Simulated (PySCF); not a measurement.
**Working out the electron affinity of S**

S⁻ [Ne] 3s2 3p5 (2P) → S [Ne] 3s2 3p4 (3P). All numbers are calculated (PySCF 2.14, the non-relativistic Hamiltonian (point nucleus), in aug-cc-pwCVDZ (6s5p3d, 36 functions)). Frozen: nothing. Energies in hartree (1 hartree = 27.21139 eV):

| part | S⁻ (lower) | S (upper) |
| --- | --- | --- |
| UHF | -397.532824 | -397.499208 |
| MP2 opposite-spin | -0.199738 | -0.175718 |
| MP2 same-spin | -0.078618 | -0.070182 |

Task: What does Hartree-Fock give?

Result: (-397.499208) − (-397.532824) = 0.033616 hartree = 0.915 eV.

Task: What do MP2 and SCS-MP2 (6/5 opposite-spin, 1/3 same-spin) give?

Result: The opposite-spin parts differ by 0.654 eV and the same-spin parts by 0.230 eV. MP2: 0.915 + (0.654) + (0.230) = 1.799 eV. SCS-MP2: 0.915 + 1.2 × (0.654) + (0.230)/3 = 1.776 eV.

A first-order spin-orbit estimate adds -0.003 eV to MP2 (all electrons), giving 1.796 eV against 2.077 eV (measured; photodetachment measurements, as compiled on the Wikipedia data page of electron affinities).

A double-zeta basis recovers only part of the correlation energy.

What remains against the reference includes basis incompleteness and correlation beyond second order.
